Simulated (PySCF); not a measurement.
## Telling isomers of C₄H₆O apart by NMR

- geometry: GFN2-xTB
- GIAO PBE0/pcSseg-1 shieldings
- code: PySCF
- isolated molecule, no relativistic terms, one averaged value for each set of equivalent atoms, a single conformation

References, each an isolated molecule treated in the same way: $^{1}$H (31.72 ppm) and $^{13}$C (186.93 ppm) vs TMS. Where no couplings were computed, multiplicities follow the n + 1 count of equivalent neighbours, and m marks all less simple cases (inequivalent or close neighbours, rings, F or P nearby). Shifts are as computed. Against solution values, carbons near 30 ppm lie about +3 ppm off and those near 130 ppm about +5 ppm. Of 246 compounds with measured shifts, 49 miss one by over three times the rms of a fit or turn the order of signals round; such compounds aren't used in these exercises.

(1) Tabulate the signals of `C=C=COC`, `C=COC=C` and their relative energies.

(2) What is the quickest way to tell C=C=COC from C=COC=C?

## Answers

(1) 
| SMILES | carbon types | δC | δH | E rel. (kcal/mol) |
| --- | --- | --- | --- | --- |
| C=C=COC | 1×C 1×CH 1×CH2 1×CH3 | 216.6, 129.8, 93.5, 60.1 | 6.52 (m, 1H), 5.67 (m, 2H), 3.68 (s, 3H) | 18.0 |
| C=COC=C | 2×CH 2×CH2 | 157.8, 96.4 | 6.52 (m, 2H), 4.84 (m, 2H), 4.39 (m, 2H) | 0.0 |

Energies are electronic energies at PBE0/pcSseg-1 on these geometries, without zero-point or thermal terms, each for the one conformer computed, which needn't be the lowest.

(2) Count the carbon signals: 4 against 2. The first has a central carbon of an allene (C) at 216.6 ppm, the second an alkene carbon bearing oxygen (CH) at 157.8 ppm.
